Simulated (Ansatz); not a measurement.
The same path of H5NSi (7 atoms, charge 0, multiplicity 1) was run twice with different band settings. Lost on the way: Si1–H2, Si1–H3. Made: H2–H3.

These are results of Ansatz 0.2.0, RKS BLYP-D4/def2-SVP, not measurements.

Relaxed end points:

```xyz
7
Properties=species:S:1:pos:R:3
Si 0.170 0.065 0.109
H 0.158 0.062 1.622
H 1.609 0.112 -0.316
N -0.667 1.377 -0.696
H -1.689 1.406 -0.626
H -0.292 2.325 -0.585
H -0.466 -1.218 -0.340
```

```xyz
7
Properties=species:S:1:pos:R:3
Si 0.082 0.145 -1.194
H 1.196 -0.463 1.763
H 1.788 -0.196 1.353
N -0.940 1.514 -0.863
H -1.792 1.528 -0.291
H -0.728 2.446 -1.231
H -0.783 -0.844 -0.369
```

Common settings: movable images 5; climbing image yes; spring 5.0 eV/Å²; optimiser quadratic models (default); start path through a guess of the saddle point; iteration limit 60; end points relaxed.

| run | force threshold |
| --- | --- |
| 1 | 0.03 eV/Å |
| 2 | 0.5 eV/Å |

(1) What does each run give, and how far can it be trusted?

Results:

(1) Run 1: converged after 16 iterations, highest image 2.461 eV above the first end. Neighbouring images differ by up to 1.7 eV, so the band resolves the path poorly. A vibrational analysis at the climbing image gives one clearly imaginary mode, 1176i cm⁻¹: a first-order saddle point.
Run 2: converged after 5 iterations, highest image 2.593 eV above the first end. The threshold of 0.5 eV/Å is loose, so the images may lie well off the minimum-energy path. Neighbouring images differ by up to 1.2 eV, so the band resolves the path poorly. The order of the stationary point at the top wasn't checked.
The orbitals stay closed-shell, which can raise the energy where a bond breaks towards radicals; this wasn't checked here.
